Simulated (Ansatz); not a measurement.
**BNH4 (SMILES BN): wB97X/def2-TZVPP**

What is the vertical ionisation energy of BNH4 at wB97X/def2-TZVPP? 

The calculation is run with Ansatz 0.2.0.

56 further runs of the same task are left out: 56 set aside as unsound or not needed.

**1. Starting point**

BNH4: 6 atoms, total charge 0, spin state singlet. SMILES: `BN`. The coordinates come from a PBE0-D4/def2-TZVP relaxation.

Bond lengths: B1–N2 1.385 Å, B1–H3 1.197 Å, B1–H4 1.197 Å, N2–H5 1.006 Å, N2–H6 1.006 Å. Angles: B1–N2–H5 123.2°, B1–N2–H6 123.2°, N2–B1–H3 119.0°, N2–B1–H4 119.0°, H5–N2–H6 113.5°, H3–B1–H4 122.0°.

**2. A single-point energy at wB97X/def2-TZVPP**

The input, molecule.yaml:

```yaml
crystal:
  periodic: [false, false, false]
  atoms:
    - {symbol: B, position_ang: [-0.128200, -0.679600, -0.025600]}
    - {symbol: "N", position_ang: [0.146100, 0.677400, 0.010800]}
    - {symbol: H, position_ang: [0.225800, -1.368000, 0.887500]}
    - {symbol: H, position_ang: [-0.712000, -1.128700, -0.969200]}
    - {symbol: H, position_ang: [-0.121600, 1.313700, -0.720800]}
    - {symbol: H, position_ang: [0.632000, 1.121400, 0.771300]}
basis:
  gaussian: {orbitals: def2-TZVPP}
magnetization: {spin_polarized: false, initial_magnetization: 0}
hamiltonian: {xc: {name: wB97X}}
accuracy: high
output: {orbitals: {seedname: orbitals}}
```

Started as:

```sh
$ ansatz run molecule.yaml --threads 1 --pin off --max-ram 3480MiB --events-out events.jsonl --progress --plain --runs-dir runs
```

Output:

```text
Warning: RAYON_NUM_THREADS=1 ignored (pool sized by the plan → 1); use --threads N
Functional definition: wB97X
  name "wB97X"
  parameter omega = 0.3/bohr
  parameter cx = 0.157706
  parameter cx1 = 0.726479
  parameter cx2 = 1.04760
  parameter cx3 = -5.70635
  parameter cx4 = 13.2794
  parameter css1 = -4.33879
  parameter css2 = 18.2308
  parameter css3 = -31.7430
  parameter css4 = 17.2901
  parameter cos1 = 2.37031
  parameter cos2 = -11.3995
  parameter cos3 = 6.58405
  parameter cos4 = -3.78132
  exchange = spin_sum(e_x_unif_sr(omega)*poly(b97_u_x, 1 - cx, cx1, cx2, cx3, cx4)) + cx*exact_x_sr(omega)
      + exact_x_lr(omega)
  correlation = spin_sum(e_c_pw_same_spin*poly(b97_u_same, 1, css1, css2, css3, css4))
      + integral(e_c_pw_opposite_spin*poly(b97_u_opposite, 1, cos1, cos2, cos3, cos4))
2045 factors; integrals over basis functions are off by at most 3.0e-9 eV
297 factors; integrals over basis functions are off by at most 1.8e-9 eV
mean field evaluation 1: about -2229.1231 eV, gradient 4.4e1 eV
mean field evaluation 2: about -2229.6256 eV, gradient 4.1e1 eV
mean field evaluation 4: about -2232.6761 eV, gradient 8.1e-1 eV
mean field evaluation 8: about -2232.6748 eV, gradient 5.0e-3 eV
mean field evaluation 16: about -2232.6748 eV, gradient 9.8e-7 eV
mean field -2232.67481275 eV, -82.0492860072 hartree, gradient 3.2e-8 eV, S^2 0.000000; 0 other end points of the search recorded, 0 dependent functions left out
reference -2232.67480973 eV, -82.0492858963 hartree; 8, 8 occupied and 110, 110 virtual orbitals, 2045 factors
Total energy: -2232.67480973 eV, -82.0492858963 hartree
```

Wall time 17 s (1 thread of Arm Neoverse V1, shared host); peak memory 0.43 GiB.

**3. The doublet cation at the same level**

The input, job.yaml:

```yaml
crystal:
  periodic: [false, false, false]
  atoms:
    - {symbol: B, position_ang: [-0.128200, -0.679600, -0.025600]}
    - {symbol: N, position_ang: [0.146100, 0.677400, 0.010800]}
    - {symbol: H, position_ang: [0.225800, -1.368000, 0.887500]}
    - {symbol: H, position_ang: [-0.712000, -1.128700, -0.969200]}
    - {symbol: H, position_ang: [-0.121600, 1.313700, -0.720800]}
    - {symbol: H, position_ang: [0.632000, 1.121400, 0.771300]}
basis:
  gaussian:
    orbitals: def2-TZVPP
total_charge: 1
magnetization:
  spin_polarized: true
  initial_magnetization: 1
hamiltonian:
  xc: {name: wB97X}
accuracy: high
output: {orbitals: {seedname: orbitals}}
```

Started as:

```sh
$ ansatz run job.yaml --threads 1 --pin off --max-ram 3480MiB --events-out events.jsonl --progress --plain --runs-dir runs
```

Output, cut to the lines that bear on the results:

```text
Warning: RAYON_NUM_THREADS=1 ignored (pool sized by the plan → 1); use --threads N
Functional definition: wB97X
  name "wB97X"
[...]
      + exact_x_lr(omega)
[...]
      + integral(e_c_pw_opposite_spin*poly(b97_u_opposite, 1, cos1, cos2, cos3, cos4))
2045 factors; integrals over basis functions are off by at most 3.0e-9 eV
297 factors; integrals over basis functions are off by at most 1.8e-9 eV
[...]
mean field -2221.33282331 eV, -81.6324755831 hartree, gradient 1.7e-8 eV, S^2 0.752864; 2 other end points of the search recorded, 0 dependent functions left out
reference -2221.33282040 eV, -81.6324754761 hartree; 8, 7 occupied and 110, 111 virtual orbitals, 2045 factors
Total energy: -2221.33282040 eV, -81.6324754761 hartree
```

It took 71 s on 1 thread of Arm Neoverse V1, shared host; peak memory 0.64 GiB.

**4. Results**

At wB97X/def2-TZVPP:

| quantity | value |
| --- | --- |
| singlet BNH4: total energy | -82.04929 Eh |
| singlet BNH4: HOMO energy | -11.19 eV |
| singlet BNH4: LUMO energy | 2.39 eV |
| singlet BNH4: HOMO–LUMO gap | 13.58 eV |
| doublet cation: total energy | -81.63248 Eh |
| doublet cation: HOMO energy (highest over α and β) | -18.62 eV |
| doublet cation: LUMO energy (lowest over α and β) | -11.52 eV |
| doublet cation: ⟨S²⟩ | 0.753 |
| vertical ionisation energy (to the doublet cation) | 11.342 eV |

What this shows: The vertical ionisation energy comes to 11.34 eV (262 kcal/mol). −ε(HOMO) before ionisation, 11.19 eV, is 0.15 eV below this ionisation energy.
